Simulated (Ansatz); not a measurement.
How the formation enthalpy of 2H-SiC moves with the method

No measured value is used here.

| level (code) | value (eV/atom) |
|---|---|
| LDA (Ansatz) | -0.283 |
| PBE (Ansatz) | -0.201 |
| PBE-D3(BJ) (Ansatz) | -0.274 |
| rVV10 (Ansatz) | -0.185 |
| r²SCAN (Ansatz) | -0.296 |
| HSE06 (Ansatz) | -0.276 |
| PBE0 (Ansatz) | -0.281 |

HSE06: exact exchange on metals is sensitive to the k mesh and can open a false gap. Each level is taken at its own relaxed cell. Ansatz's density-functional and Hartree–Fock values are scalar-relativistic unless marked +SOC, with PAW data made under PBE.

Ansatz is a first-principles code.
